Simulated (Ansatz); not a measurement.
Bulk modulus (GPa) of solids drawn from the class of tetrahedrally bonded semiconductors and semimetals, at two levels: PBE (PAW; Ansatz, a program for electronic structure), and PBE-D4 (plane waves, PAW; Ansatz).

```csv
solid,PBE,PBE-D4,shift (%)
zinc-blende ZnSe,56.7,63.2,+11.5
2H-SiC,214,221,+3.3
zinc-blende CuI,39.0,47.4,+22
zinc-blende CuCl,48.7,57.0,+17.0
zinc-blende GaAs,60.3,69.7,+15.6
zinc-blende AlP,82.6,89.1,+7.9
wurtzite GaN,172,186,+8.1
zinc-blende InSb,36.7,42.0,+14.4
wurtzite ZnO,129,136,+5.4
wurtzite CdS,53.2,58.8,+10.5
```

The shifts run from +3.3 % to +22 %, with a median of +11.0 %.

Of 10 rows, PBE-D4 is the larger in 10 and the smaller in 0.

Ansatz's runs of these crystals have no spin polarisation.

Spin–orbit coupling is left out, also for the solids with elements from indium on (zinc-blende CuI, zinc-blende InSb); its size isn't shown.

In Ansatz's fits of the non-cubic solids, shape and atoms are relaxed at each volume.

Each level is taken at its own relaxed cell. Caveats: the gap of the solid is closed in this run (zinc-blende InSb). Ansatz's density-functional and Hartree–Fock values are scalar-relativistic unless marked +SOC, with PAW data made under PBE.
